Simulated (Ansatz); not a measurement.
# C2H3S radical: a barrier at many levels of theory

How high is the barrier of this step (C1–S3 formed), and how far do cheaper methods land from CCSD(T)?

Computed with Ansatz 0.2.0, Gaussian basis. Level: single points in def2-TZVPP on PBE0-D4/def2-TZVP structures.

Levels: SPW92, PBE-D4, BLYP-D4, r2SCAN-D4, B97M-V, PBE0-D4, B3LYP-D4, r2SCAN0-D4, BHLYP-D4, CAM-B3LYP-D4, wB97X-V, wB97M-V, B2PLYP, PBE-QIDH, RPA on PBE, Hartree-Fock, MP2, CCSD, CCSD(T). The reference is CCSD(T) at the basis limit, from triple and quadruple zeta. Zero-point energies come from PBE0-D4 vibrations.

Cores are frozen in the correlated methods. Orbitals are unrestricted. B3LYP uses VWN-RPA correlation. B2PLYP carries no dispersion term here.

42 further runs of the same task are left out: 42 set aside as unsound or not needed.

## 1. The three structures

Charge 0, multiplicity 2. The folders r, ts and p hold the start, the saddle and the end; their coordinates stand in the first inputs.

| pair | r (Å) | ts (Å) | p (Å) |
| --- | --- | --- | --- |
| C1–S3 | 2.941 | 2.437 | 1.775 |

## 2. SPW92/def2-TZVPP

Input file r/in.yaml:

```yaml
crystal:
  periodic: [false, false, false]
  atoms:
    - {symbol: C, position_ang: [-1.102670, 0.113548, 0.174112]}
    - {symbol: C, position_ang: [-0.434591, 0.987536, -0.308151]}
    - {symbol: S, position_ang: [1.382071, -1.318051, -0.477467]}
    - {symbol: H, position_ang: [-1.701787, -0.658613, 0.597632]}
    - {symbol: H, position_ang: [0.150629, 1.765629, -0.740142]}
    - {symbol: H, position_ang: [1.706449, -0.890046, 0.754017]}
basis:
  gaussian: {orbitals: def2-TZVPP}
magnetization: {spin_polarized: true, initial_magnetization: 1}
hamiltonian: {xc: lda}
```

Input file ts/in.yaml:

```yaml
crystal:
  periodic: [false, false, false]
  atoms:
    - {symbol: C, position_ang: [-0.840606, 0.015195, 0.104673]}
    - {symbol: C, position_ang: [-0.450315, 1.082140, -0.324040]}
    - {symbol: S, position_ang: [1.092333, -1.397238, -0.353539]}
    - {symbol: H, position_ang: [-1.449042, -0.741693, 0.545807]}
    - {symbol: H, position_ang: [0.018438, 1.941821, -0.744772]}
    - {symbol: H, position_ang: [1.629292, -0.900224, 0.771872]}
basis:
  gaussian: {orbitals: def2-TZVPP}
magnetization: {spin_polarized: true, initial_magnetization: 1}
hamiltonian: {xc: lda}
```

Input file p/in.yaml:

```yaml
crystal:
  periodic: [false, false, false]
  atoms:
    - {symbol: C, position_ang: [-0.367594, -0.034736, 0.087572]}
    - {symbol: C, position_ang: [-0.682545, 1.139064, -0.380747]}
    - {symbol: S, position_ang: [1.172181, -0.843794, -0.264936]}
    - {symbol: H, position_ang: [-1.069771, -0.615080, 0.680845]}
    - {symbol: H, position_ang: [-0.267041, 1.931907, -0.981413]}
    - {symbol: H, position_ang: [1.214870, -1.577363, 0.858678]}
basis:
  gaussian: {orbitals: def2-TZVPP}
magnetization: {spin_polarized: true, initial_magnetization: 1}
hamiltonian: {xc: lda}
```

The same command starts each run, in its folder.

Launch:

```console
$ ansatz run in.yaml --threads 2 --pin off --events-out ev --progress --plain --max-ram 4352MiB
```

Output in r (excerpt; [...] marks lines left out):

```text
Functional definition: SPW92
  name "SPW92"
  cite "Dirac, Proc. Camb. Phil. Soc. 26, 376 (1930) doi:10.1017/S0305004100016108"
  cite "Slater, Phys. Rev. 81, 385 (1951) doi:10.1103/PhysRev.81.385"
  cite "Perdew & Wang, Phys. Rev. B 45, 13244 (1992) doi:10.1103/PhysRevB.45.13244"
[...]
821 factors; their error is unknown
[...]
mean field -12898.01143513 eV, -473.9931776550 hartree, gradient 1.4e-5 eV, S^2 0.751591; 3 other end points of the search recorded, 0 dependent functions left out
reference -12898.01146676 eV, -473.9931788173 hartree; 16, 15 occupied and 130, 131 virtual orbitals, 821 factors
Total energy: -12898.01146676 eV, -473.9931788173 hartree
```

Output in ts (excerpt; [...] marks lines left out):

```text
[... 5 set-up lines as earlier in the session ...]
[...]
821 factors; their error is unknown
[...]
mean field -12898.13265234 eV, -473.9976323052 hartree, gradient 8.5e-5 eV, S^2 0.753060; 1 other end points of the search recorded, 0 dependent functions left out
reference -12898.13268297 eV, -473.9976334307 hartree; 16, 15 occupied and 130, 131 virtual orbitals, 821 factors
Total energy: -12898.13268297 eV, -473.9976334307 hartree
```

p printed (excerpt; [...] marks lines left out):

```text
[... 5 set-up lines as earlier in the session ...]
[...]
821 factors; their error is unknown
[...]
mean field -12898.86402433 eV, -474.0245097302 hartree, gradient 2.6e-5 eV, S^2 0.757242; 1 other end points of the search recorded, 0 dependent functions left out
reference -12898.86405443 eV, -474.0245108362 hartree; 16, 15 occupied and 130, 131 virtual orbitals, 821 factors
Total energy: -12898.86405443 eV, -474.0245108362 hartree
```

Times: 1.1 s (r), 0.75 s (ts), 0.75 s (p) on 2 threads of Intel Xeon 6975P-C, shared host.

This gives -11.7 kJ/mol for the barrier and -82.3 kJ/mol for the step. At this level the fixed saddle geometry lies below the start, so this is no barrier but the level's error at shapes made with another method.

## 3. PBE-D4/def2-TZVPP

The same edit goes into each in.yaml of step 2 (r, ts, p):

```diff
-hamiltonian: {xc: lda}
+hamiltonian: {xc: pbe, dispersion: d4}
```

Each run has its own folder and the same command.

Launch:

```console
$ ansatz run in.yaml --threads 2 --pin off --events-out ev --progress --plain --max-ram 4352MiB
```

Log of r (excerpt; [...] marks lines left out):

```text
Functional definition: PBE
  name "PBE"
  cite "Perdew, Burke & Ernzerhof, Phys. Rev. Lett. 77, 3865 (1996) doi:10.1103/PhysRevLett.77.3865"
  parent pbe
[...]
821 factors; their error is unknown
[...]
mean field -12948.18102452 eV, -475.8368760588 hartree, gradient 3.1e-5 eV, S^2 0.753140; 3 other end points of the search recorded, 0 dependent functions left out
reference -12948.18105824 eV, -475.8368772978 hartree; 16, 15 occupied and 130, 131 virtual orbitals, 821 factors
Total energy: -12948.27147772 eV, -475.8402001524 hartree
```

Log of ts (excerpt; [...] marks lines left out):

```text
[... 4 set-up lines as earlier in the session ...]
[...]
821 factors; their error is unknown
[...]
mean field -12948.20232904 eV, -475.8376589855 hartree, gradient 7.4e-5 eV, S^2 0.756856; 1 other end points of the search recorded, 0 dependent functions left out
reference -12948.20236177 eV, -475.8376601884 hartree; 16, 15 occupied and 130, 131 virtual orbitals, 821 factors
Total energy: -12948.29669838 eV, -475.8411269949 hartree
```

Output in p (excerpt; [...] marks lines left out):

```text
[... 4 set-up lines as earlier in the session ...]
[...]
821 factors; their error is unknown
[...]
mean field -12948.85484339 eV, -475.8616384454 hartree, gradient 2.3e-5 eV, S^2 0.758760; 0 other end points of the search recorded, 0 dependent functions left out
reference -12948.85487645 eV, -475.8616396603 hartree; 16, 15 occupied and 130, 131 virtual orbitals, 821 factors
Total energy: -12948.95262419 eV, -475.8652318237 hartree
```

Times: 1.7 s (r), 1.4 s (ts), 1.2 s (p) on 2 threads of Intel Xeon 6975P-C, shared host.

This gives -2.4 kJ/mol for the barrier and -65.7 kJ/mol for the step. At this level the fixed saddle geometry lies below the start, so this is no barrier but the level's error at shapes made with another method.

## 4. BLYP-D4/def2-TZVPP

Each input of step 3 (r, ts, p) changes in the same lines:

```diff
-hamiltonian: {xc: pbe, dispersion: d4}
+hamiltonian: {xc: {name: BLYP}, dispersion: d4}
```

Each run has its own folder and the same command.

Launch:

```console
$ ansatz run in.yaml --threads 2 --pin off --events-out ev --progress --plain --max-ram 4352MiB
```

Output in r (excerpt; [...] marks lines left out):

```text
Functional definition: BLYP
  name "BLYP"
  cite "Becke, Phys. Rev. A 38, 3098 (1988) doi:10.1103/PhysRevA.38.3098"
  cite "Lee, Yang & Parr, Phys. Rev. B 37, 785 (1988) doi:10.1103/PhysRevB.37.785"
[...]
821 factors; their error is unknown
[...]
mean field -12955.07766513 eV, -476.0903229265 hartree, gradient 4.3e-5 eV, S^2 0.752700; 3 other end points of the search recorded, 0 dependent functions left out
reference -12955.07797455 eV, -476.0903342974 hartree; 16, 15 occupied and 130, 131 virtual orbitals, 821 factors
Total energy: -12955.27948868 eV, -476.0977398053 hartree
```

ts printed (excerpt; [...] marks lines left out):

```text
[... 4 set-up lines as earlier in the session ...]
[...]
821 factors; their error is unknown
[...]
mean field -12955.02828545 eV, -476.0885082566 hartree, gradient 3.9e-5 eV, S^2 0.755899; 1 other end points of the search recorded, 0 dependent functions left out
reference -12955.02858599 eV, -476.0885193015 hartree; 16, 15 occupied and 130, 131 virtual orbitals, 821 factors
Total energy: -12955.24177171 eV, -476.0963537322 hartree
```

p printed (excerpt; [...] marks lines left out):

```text
[... 4 set-up lines as earlier in the session ...]
[...]
821 factors; their error is unknown
[...]
mean field -12955.45953227 eV, -476.1043562851 hartree, gradient 2.6e-5 eV, S^2 0.756613; 1 other end points of the search recorded, 0 dependent functions left out
reference -12955.45983246 eV, -476.1043673169 hartree; 16, 15 occupied and 130, 131 virtual orbitals, 821 factors
Total energy: -12955.68331140 eV, -476.1125800165 hartree
```

Times: 1.8 s (r), 1.4 s (ts), 1.4 s (p) on 2 threads of Intel Xeon 6975P-C, shared host.

At this level: barrier 3.6 kJ/mol, step energy -39.0 kJ/mol.

## 5. r2SCAN-D4/def2-TZVPP

The same edit goes into each in.yaml of step 4 (r, ts, p):

```diff
-hamiltonian: {xc: {name: BLYP}, dispersion: d4}
+hamiltonian: {xc: r2scan, dispersion: d4}
```

Each run has its own folder and the same command.

Launch:

```console
$ ansatz run in.yaml --threads 2 --pin off --events-out ev --progress --plain --max-ram 4352MiB
```

Output in r (excerpt; [...] marks lines left out):

```text
Functional definition: r2SCAN
  name "r2SCAN"
  cite "Furness, Kaplan, Ning, Perdew & Sun, J. Phys. Chem. Lett. 11, 8208 (2020) doi:10.1021/acs.jpclett.0c02405"
  cite "Furness, Kaplan, Ning, Perdew & Sun, J. Phys. Chem. Lett. 11, 9248 (2020) doi:10.1021/acs.jpclett.0c03077"
  parent r2scan
[...]
821 factors; their error is unknown
[...]
mean field -12953.65026664 eV, -476.0378669994 hartree, gradient 3.2e-5 eV, S^2 0.756694; 3 other end points of the search recorded, 0 dependent functions left out
reference -12953.65027777 eV, -476.0378674086 hartree; 16, 15 occupied and 130, 131 virtual orbitals, 821 factors
Total energy: -12953.67192132 eV, -476.0386627943 hartree
```

Output in ts (excerpt; [...] marks lines left out):

```text
[... 5 set-up lines as earlier in the session ...]
[...]
821 factors; their error is unknown
[...]
mean field -12953.63752780 eV, -476.0373988558 hartree, gradient 1.1e-5 eV, S^2 0.769877; 3 other end points of the search recorded, 0 dependent functions left out
reference -12953.63753870 eV, -476.0373992564 hartree; 16, 15 occupied and 130, 131 virtual orbitals, 821 factors
Total energy: -12953.65946670 eV, -476.0382050954 hartree
```

Output in p (excerpt; [...] marks lines left out):

```text
[... 5 set-up lines as earlier in the session ...]
[...]
821 factors; their error is unknown
[...]
mean field -12954.38174281 eV, -476.0647482530 hartree, gradient 3.2e-5 eV, S^2 0.766432; 0 other end points of the search recorded, 0 dependent functions left out
reference -12954.38175367 eV, -476.0647486521 hartree; 16, 15 occupied and 130, 131 virtual orbitals, 821 factors
Total energy: -12954.40390388 eV, -476.0655626573 hartree
```

Wall times: 3.1 s (r), 3.1 s (ts), 2.1 s (p) on 2 threads of Intel Xeon 6975P-C, shared host.

This gives 1.2 kJ/mol for the barrier and -70.6 kJ/mol for the step.

## 6. B97M-V/def2-TZVPP

Each input of step 5 (r, ts, p) changes in the same lines:

```diff
-hamiltonian: {xc: r2scan, dispersion: d4}
+hamiltonian: {xc: {name: B97M-V}}
```

The same command starts each run, in its folder.

Launch:

```console
$ ansatz run in.yaml --threads 2 --pin off --events-out ev --progress --plain --max-ram 4352MiB
```

Log of r (excerpt; [...] marks lines left out):

```text
Functional definition: B97M-V
  name "B97M-V"
  cite "Mardirossian & Head-Gordon, J. Chem. Phys. 142, 074111 (2015) doi:10.1063/1.4907719"
  cite "Becke, J. Chem. Phys. 107, 8554 (1997) doi:10.1063/1.475007"
  cite "Vydrov & Van Voorhis, J. Chem. Phys. 133, 244103 (2010) doi:10.1063/1.3521275"
  # Of w^i u^j: cxij and so on, Table III.
[...]
  gx(w, u) = cx00 + cx01*u + cx02*u^2 + (cx10 + cx11*u)*w
[...]
  gos(w, u) = cos00 + cos01*u + cos03*u^3 + cos10*w + cos32*w^3*u^2
[...]
      + integral(e_c_pw_mod_opposite_spin*gos(b97_w_opposite, b97_u_opposite)) + vv10(b, c)
821 factors; their error is unknown
[...]
mean field -12952.99865789 eV, -476.0139208197 hartree, gradient 1.6e-5 eV, S^2 0.754588; 3 other end points of the search recorded, 0 dependent functions left out
reference -12952.99870660 eV, -476.0139226095 hartree; 16, 15 occupied and 130, 131 virtual orbitals, 821 factors
Total energy: -12952.99870660 eV, -476.0139226095 hartree
```

Log of ts (excerpt; [...] marks lines left out):

```text
[... 5 set-up lines as earlier in the session ...]
  # Of w^i u^j: cxij and so on, Table III.
[...]
  gx(w, u) = cx00 + cx01*u + cx02*u^2 + (cx10 + cx11*u)*w
[...]
  gos(w, u) = cos00 + cos01*u + cos03*u^3 + cos10*w + cos32*w^3*u^2
[...]
      + integral(e_c_pw_mod_opposite_spin*gos(b97_w_opposite, b97_u_opposite)) + vv10(b, c)
821 factors; their error is unknown
[...]
mean field -12952.91137796 eV, -476.0107133414 hartree, gradient 3.8e-5 eV, S^2 0.763453; 1 other end points of the search recorded, 0 dependent functions left out
reference -12952.91142586 eV, -476.0107151016 hartree; 16, 15 occupied and 130, 131 virtual orbitals, 821 factors
Total energy: -12952.91142586 eV, -476.0107151016 hartree
```

Log of p (excerpt; [...] marks lines left out):

```text
[... 5 set-up lines as earlier in the session ...]
  # Of w^i u^j: cxij and so on, Table III.
[...]
  gx(w, u) = cx00 + cx01*u + cx02*u^2 + (cx10 + cx11*u)*w
[...]
  gos(w, u) = cos00 + cos01*u + cos03*u^3 + cos10*w + cos32*w^3*u^2
[...]
      + integral(e_c_pw_mod_opposite_spin*gos(b97_w_opposite, b97_u_opposite)) + vv10(b, c)
821 factors; their error is unknown
[...]
mean field -12953.62378441 eV, -476.0368937954 hartree, gradient 4.0e-5 eV, S^2 0.762519; 0 other end points of the search recorded, 0 dependent functions left out
reference -12953.62383210 eV, -476.0368955480 hartree; 16, 15 occupied and 130, 131 virtual orbitals, 821 factors
Total energy: -12953.62383210 eV, -476.0368955480 hartree
```

They took 5.5 s (r), 4.3 s (ts), 3.9 s (p) on 2 threads of Intel Xeon 6975P-C, shared host; peak memory 0.37 GiB.

This gives 8.4 kJ/mol for the barrier and -60.3 kJ/mol for the step.

## 7. PBE0-D4/def2-TZVPP

Each input of step 6 (r, ts, p) changes in the same lines:

```diff
-hamiltonian: {xc: {name: B97M-V}}
+hamiltonian: {xc: pbe0, dispersion: d4}
+output: {orbitals: {seedname: orbitals}}
```

One command serves all of them, each in its own folder.

Launch:

```console
$ ansatz run in.yaml --threads 2 --pin off --events-out ev --progress --plain --max-ram 4352MiB
```

Log of r (excerpt; [...] marks lines left out):

```text
Functional definition: PBE0
  name "PBE0"
  cite "Adamo & Barone, J. Chem. Phys. 110, 6158 (1999) doi:10.1063/1.478522"
[... 2 set-up lines as earlier in the session ...]
[...]
852 factors; their error is unknown
[...]
mean field -12949.18534825 eV, -475.8737842750 hartree, gradient 1.4e-5 eV, S^2 0.755005; 2 other end points of the search recorded, 0 dependent functions left out
reference -12949.18537372 eV, -475.8737852110 hartree; 16, 15 occupied and 130, 131 virtual orbitals, 852 factors
Total energy: -12949.26167662 eV, -475.8765892908 hartree
```

Log of ts (excerpt; [...] marks lines left out):

```text
[... 5 set-up lines as earlier in the session ...]
[...]
852 factors; their error is unknown
[...]
mean field -12949.14420646 eV, -475.8722723421 hartree, gradient 1.8e-5 eV, S^2 0.767481; 2 other end points of the search recorded, 0 dependent functions left out
reference -12949.14423108 eV, -475.8722732471 hartree; 16, 15 occupied and 130, 131 virtual orbitals, 852 factors
Total energy: -12949.22306896 eV, -475.8751704857 hartree
```

p printed (excerpt; [...] marks lines left out):

```text
[... 5 set-up lines as earlier in the session ...]
[...]
852 factors; their error is unknown
[...]
mean field -12949.92237795 eV, -475.9008696171 hartree, gradient 5.1e-5 eV, S^2 0.765882; 0 other end points of the search recorded, 0 dependent functions left out
reference -12949.92240233 eV, -475.9008705129 hartree; 16, 15 occupied and 130, 131 virtual orbitals, 852 factors
Total energy: -12950.00337310 eV, -475.9038461340 hartree
```

Wall times: 2.2 s (r), 2 s (ts), 1.8 s (p) on 2 threads of Intel Xeon 6975P-C, shared host.

Barrier 3.7 kJ/mol; end less start -71.6 kJ/mol.

Fields of r:

The fields below are evaluated on a grid from the run's orbitals.

Frontier orbitals at PBE0-D4/def2-TZVPP (alpha spin), with the share of their density that lies nearest to each atom:

| orbital | energy (eV) | lies on |
| --- | --- | --- |
| HOMO-1 | -7.51 | S3 55 %; C1, C2 about 18 % each |
| HOMO | -7.32 | S3 86 %; H6 11 % |
| LUMO | 0.40 | C1, C2 about 30 % each; H4, H5 about 17 % each |

ELF in a plane through or near 4 of the atoms.

Values, 10 rows by 14 columns:
```
0.00 0.00 0.00 0.00 0.00 0.00 0.00 0.00 0.00 0.00 0.00 0.00 0.00 0.00
0.00 0.00 0.00 0.00 0.00 0.00 0.00 0.00 0.01 0.00 0.00 0.00 0.00 0.00
0.00 0.00 0.00 0.03 0.07 0.01 0.00 0.41 0.96 0.85 0.08 0.00 0.00 0.00
0.00 0.01 0.13 0.44 0.58 0.31 0.04 0.76 1.00 0.98 0.36 0.02 0.00 0.00
0.00 0.04 0.22 0.63 0.78 0.58 0.11 0.62 0.75 0.50 0.46 0.12 0.00 0.00
0.00 0.04 0.22 0.66 0.69 0.57 0.12 0.76 0.36 0.75 0.63 0.18 0.01 0.00
0.00 0.03 0.19 0.55 0.70 0.48 0.06 0.67 0.87 0.86 0.36 0.05 0.00 0.00
0.00 0.00 0.03 0.23 0.34 0.11 0.02 0.75 1.00 0.97 0.29 0.00 0.00 0.00
0.00 0.00 0.00 0.00 0.00 0.00 0.00 0.06 0.39 0.23 0.01 0.00 0.00 0.00
0.00 0.00 0.00 0.00 0.00 0.00 0.00 0.00 0.00 0.00 0.00 0.00 0.00 0.00
```
The map spans 9.1 Å across and 8.5 Å up, centred on the molecule. Atoms in the plane (x, y in Å): C1 (0.9, -0.6), C2 (0.9, 0.6), H4 (1.0, -1.7), H5 (1.0, 1.7).

On the surface of density 0.002 e/bohr³ the electrostatic potential runs, from the 1st to the 99th percentile, from -0.94 V near S3 to 1.84 V near H4.

The spin density lies nearest to S3 79 %; H6 9 %.

Fields of ts:

The fields below are evaluated on a grid from the run's orbitals.

Frontier orbitals at PBE0-D4/def2-TZVPP (alpha spin), with the share of their density that lies nearest to each atom:

| orbital | energy (eV) | lies on |
| --- | --- | --- |
| HOMO-1 | -7.17 | S3 84 %; H6 11 % |
| HOMO | -6.81 | S3 54 %; C2 27 %; C1 9 % |
| LUMO | 0.10 | C1 31 %; C2 24 %; H4, H5 about 15 % each |

ELF in a plane through or near 4 of the atoms.

Ten even steps from ' ' (0.00) to '@' (1.00):
```
                                                        
                                                        
                                                        
                                                        
                  ....              ......              
            ..::------::..      --**%%@@@@**::          
          ..--++****++==..    ..**@@@@@@@@@@**..        
        ..::++##%%%%##++..  ..--##@@@@@@@@@@**::        
      ..::--**######**++....==**==++%%@@@@##==..        
      ..--==**##**++++==::==##%%--%%==**##++::..        
      ::==++########**====******##++++##**==::..        
      ::==**##%%%%##==::++++..##==%%%%##**--::          
      ..--++**##**==....##%%**==++****++==::..          
        ..--====::    ::@@@@@@@@##==--::..              
                      --@@@@@@@@##==..                  
                      ..##@@@@%%==..                    
                        ..----::                        
                                                        
                                                        
                                                        
```
The map spans 8.8 Å across and 8.6 Å up, centred on the molecule. Atoms in the plane (x, y in Å): C1 (0.4, -0.7), C2 (1.2, 0.2), H4 (0.1, -1.7), H5 (1.7, 1.1).

log10 of the density (e/Å³) in the same plane.

Values, 10 rows by 14 columns:
```
-4.0 -4.0 -4.0 -4.0 -4.0 -4.0 -4.0 -4.0 -4.0 -4.0 -4.0 -4.0 -4.0 -4.0
-4.0 -4.0 -4.0 -3.9 -3.6 -3.6 -3.9 -4.0 -4.0 -4.0 -4.0 -4.0 -4.0 -4.0
-4.0 -3.8 -3.0 -2.6 -2.3 -2.3 -2.6 -2.8 -2.7 -2.4 -2.5 -3.2 -3.9 -4.0
-3.7 -2.8 -1.9 -1.2 -0.7 -0.9 -1.5 -1.6 -1.0 -0.5 -0.6 -1.8 -2.9 -4.0
-3.3 -2.4 -1.3 -0.5  0.1 -0.1 -0.9 -0.7  0.1  0.3 -0.2 -1.5 -2.6 -3.8
-3.2 -2.4 -1.3 -0.6 -0.2 -0.3 -0.5  0.1  0.4  0.2 -0.6 -1.7 -2.6 -3.8
-3.7 -2.8 -2.0 -1.4 -1.1 -1.1 -0.3  0.3  0.0 -0.6 -1.3 -2.2 -3.0 -4.0
-4.0 -3.8 -2.9 -2.6 -2.3 -1.9 -0.7 -0.1 -0.9 -1.6 -2.3 -3.0 -3.7 -4.0
-4.0 -4.0 -4.0 -4.0 -3.7 -3.2 -2.4 -2.2 -2.5 -3.1 -3.5 -4.0 -4.0 -4.0
-4.0 -4.0 -4.0 -4.0 -4.0 -4.0 -4.0 -3.9 -4.0 -4.0 -4.0 -4.0 -4.0 -4.0
```
The map spans 8.8 Å across and 8.6 Å up, centred on the molecule. Atoms in the plane (x, y in Å): C1 (0.4, -0.7), C2 (1.2, 0.2), H4 (0.1, -1.7), H5 (1.7, 1.1).

On the surface of density 0.002 e/bohr³ the electrostatic potential runs, from the 1st to the 99th percentile, from -1.04 V near S3 to 1.94 V near H5.

The spin density lies nearest to S3 58 %; C2 24 %; C1 8 % (beta excess); H6 6 %.

Fields of p:

The fields below are evaluated on a grid from the run's orbitals.

Frontier orbitals at PBE0-D4/def2-TZVPP (alpha spin), with the share of their density that lies nearest to each atom:

| orbital | energy (eV) | lies on |
| --- | --- | --- |
| HOMO | -6.88 | S3 54 %; C2 27 %; H6 7 % |
| LUMO | -0.14 | C1, C2 about 31 % each; S3 12 %; H4, H5 about 10 % each |

ELF in a plane through or near 5 of the atoms.

Values, 10 rows by 14 columns:
```
0.00 0.00 0.00 0.00 0.00 0.00 0.00 0.00 0.00 0.00 0.00 0.00 0.00 0.00
0.00 0.00 0.00 0.00 0.06 0.25 0.21 0.03 0.00 0.00 0.00 0.00 0.00 0.00
0.00 0.00 0.00 0.02 0.40 0.83 0.83 0.32 0.00 0.01 0.04 0.00 0.00 0.00
0.00 0.00 0.01 0.11 0.56 0.54 0.87 0.28 0.04 0.71 0.94 0.54 0.00 0.00
0.00 0.00 0.38 0.87 0.93 0.22 0.61 0.40 0.48 0.91 0.99 0.77 0.02 0.00
0.00 0.00 0.51 0.91 0.91 0.41 0.75 0.26 0.51 0.26 0.79 0.29 0.01 0.00
0.00 0.00 0.03 0.17 0.05 0.21 0.98 0.80 0.43 0.72 0.75 0.25 0.00 0.00
0.00 0.00 0.00 0.00 0.00 0.68 0.99 0.86 0.03 0.09 0.23 0.03 0.00 0.00
0.00 0.00 0.00 0.00 0.00 0.10 0.57 0.24 0.00 0.00 0.00 0.00 0.00 0.00
0.00 0.00 0.00 0.00 0.00 0.00 0.00 0.00 0.00 0.00 0.00 0.00 0.00 0.00
```
The map spans 9.5 Å across and 7.9 Å up, centred on the molecule. Atoms in the plane (x, y in Å): C1 (0.1, -0.4), C2 (1.4, -0.1), S3 (-1.1, 0.9), H4 (-0.3, -1.4), H5 (2.1, 0.7).

On the surface of density 0.002 e/bohr³ the electrostatic potential runs, from the 1st to the 99th percentile, from -0.73 V near S3 to 1.41 V near H6.

The spin density lies nearest to C2 69 %; C1 9 % (beta excess); H5 9 %; S3 8 %.

[end of part 1 of 3]
